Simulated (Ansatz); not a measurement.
| atom | x (Å) | y (Å) | z (Å) |
| --- | --- | --- | --- |
| C | 0.0000 | 0.0000 | -0.5778 |
| C | 0.0000 | 0.0000 | 0.5778 |

RHF on singlet C₂ was run in several spherical basis sets with Ansatz (development build ahead of 0.2.0). Caution for RHF: in another basis set an unrestricted determinant lies well below.

Q: Rank the basis sets by the total energy that they give, lowest first, with the distance from the lowest.
A. cc-pVTZ
B. cc-pVDZ
C. 6-31G(d)

A: A (0.00 eV), B (0.59 eV), C (0.78 eV).

Totals follow the description of the cores as much as that of the bonds, so this order isn't one of quality for chemistry.
